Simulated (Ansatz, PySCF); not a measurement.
This PySCF input computes a CCSD(T)/cc-pVDZ energy:

```python
from pyscf import gto, scf, mp, cc as ccmod

mol = gto.M(
    atom='''
    C     1.14502538   -0.38142530    0.14741238
    C     0.03204805    0.65710997    0.11064372
    O    -1.23308689   -0.12617052   -0.21931843
    H    -1.79541147    0.09447728    0.52177410
    H     0.20752425    1.23918759   -0.81929277
    H     2.11943237    0.13014009    0.16693320
    H     1.09945895   -1.00981192    1.05044502
    H     1.17125044   -1.09873694   -0.71364874
    ''',
    basis='cc-pvdz',
    charge=-1,
    spin=0,
    verbose=4,
)

mf = scf.RHF(mol)
mf.conv_tol = 1e-10
mf.max_cycle = 100
mf.kernel()
mp2 = mp.MP2(mf, frozen=3).run()
cc = ccmod.CCSD(mf, frozen=3)
cc.max_cycle = 100
cc.kernel()
et = cc.ccsd_t()
print(f'E(CCSD(T)) = {cc.e_tot + et:.9f}')
```

Task: Write an input for the same energy in Ansatz (a quantum-chemistry and plane-wave program) and say what it gives.

Result: 
Ansatz 0.2 input:
```yaml
crystal:
  periodic: [false, false, false]
  atoms:
    - {symbol: C, position_ang: [1.14502538, -0.38142530, 0.14741238]}
    - {symbol: C, position_ang: [0.03204805, 0.65710997, 0.11064372]}
    - {symbol: O, position_ang: [-1.23308689, -0.12617052, -0.21931843]}
    - {symbol: H, position_ang: [-1.79541147, 0.09447728, 0.52177410]}
    - {symbol: H, position_ang: [0.20752425, 1.23918759, -0.81929277]}
    - {symbol: H, position_ang: [2.11943237, 0.13014009, 0.16693320]}
    - {symbol: H, position_ang: [1.09945895, -1.00981192, 1.05044502]}
    - {symbol: H, position_ang: [1.17125044, -1.09873694, -0.71364874]}
basis:
  gaussian:
    orbitals: cc-pVDZ
total_charge: -1
magnetization: {spin_polarized: false}
correlation: {method: ccsd_t, electrons: outside_noble_gas}
```
It gives -153.92104 Eh, and PySCF -153.92104 Eh, a difference of 0.00 mEh.

It need not be the lowest isomer of its formula. Whether it binds its extra electron was not tested at this geometry.
